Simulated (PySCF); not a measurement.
Compound: C3H5N3.
Z-matrix (Å and degrees, GFN2-xTB geometry), rows numbered from 1:
```
C 
N   1  1.4322
C   2  1.3524  1  128.62
C   3  1.3758  2  104.13  1  -179.66
N   4  1.3457  3  107.95  2     0.05
N   5  1.2780  4  109.17  3    -0.04
H   1  1.0910  2  110.47  3   -55.98
H   1  1.0917  2  110.58  3    64.87
H   1  1.0883  2  107.65  3  -175.69
H   3  1.0694  2  122.94  1     0.49
H   4  1.0700  3  130.23  2  -179.95
```

Definitions: NICS(0) = −σiso at the ring centroid; NICS(1) = −σiso and NICS(1)zz = −σzz at ±1 Å along the ring normal z. Level: GIAO PBE0/pcSseg-1 (PySCF, non-relativistic, gas phase) on the GFN2-xTB geometry, one conformer.

Ring bond lengths (Å), with Mayer bond orders in brackets: N2–C3 1.352 (1.15), C3–C4 1.376 (1.45), C4–N5 1.346 (1.36), N5–N6 1.278 (1.48), N6–N2 1.327 (1.18).

**Question.** Give the NICS values of each ring in ppm.

**Answer.** 
| ring | type | NICS(0) | NICS(1), two faces | NICS(1)zz, two faces | rms pucker (Å) | centre to ring atoms, mean (Å) |
| --- | --- | --- | --- | --- | --- | --- |
| N2–C3–C4–N5–N6 | 5-membered ring with 3 N; formal bonds all aromatic | -13.5 | -13.4 / -13.4 | -34.3 / -34.4 | 0.00 | 1.14 |

**Question.** What do they say, and how far can they be read as aromaticity?

**Answer.** 
- N2–C3–C4–N5–N6: mean NICS(1)zz -34.4 ppm, shielded, aromatic by this magnetic criterion (flat ring, no four-coordinate atom).

**Question.** What does the geometric index give? HOMA = 1 − mean of α(R − Ropt)² over the ring bonds, with Krygowski's 1993 parameters (CC: Ropt 1.388 Å, α 257.7 Å⁻²; CN: Ropt 1.334 Å, α 93.52 Å⁻²; NN: Ropt 1.309 Å, α 130.33 Å⁻²).

**Answer.** 
- N2–C3–C4–N5–N6: HOMA 0.95; the largest term is that of N5–N6, α(R − Ropt)² = 0.13. The geometric and the magnetic index point the same way.

**Question.** At the second NICS(1) probe listed for ring N2–C3–C4–N5–N6, 1 Å off the ring, what do the in-plane components average?

**Answer.** The isotropic value is a third of the trace: (3 × -13.4 − (-34.4))/2 = -2.9 ppm.

**Question.** What are the shieldings of the ring atoms and their hydrogens in the same run (means over atoms taken as equivalent)?

**Answer.** 
| atoms | environment | σ isotropic (ppm) | principal values of the symmetric part, first atom (ppm) |
| --- | --- | --- | --- |
| N2 | pyrrole-type nitrogen | 9.9 | -157.0, 62.3, 124.4 |
| C3 | aromatic CH next to a ring nitrogen | 57.8 | -22.9, 51.5, 144.7 |
| C4 | aromatic CH next to a ring nitrogen | 47.8 | -32.3, 51.7, 124.1 |
| N5 | pyridine-type nitrogen | -117.7 | -366.5, -175.1, 188.6 |
| N6 | pyridine-type nitrogen | -137.8 | -381.8, -132.9, 101.3 |
| H10 | aromatic hydrogen | 24.15 | 22.4, 23.0, 27.0 |
| H11 | aromatic hydrogen | 23.89 | 21.9, 23.7, 26.1 |
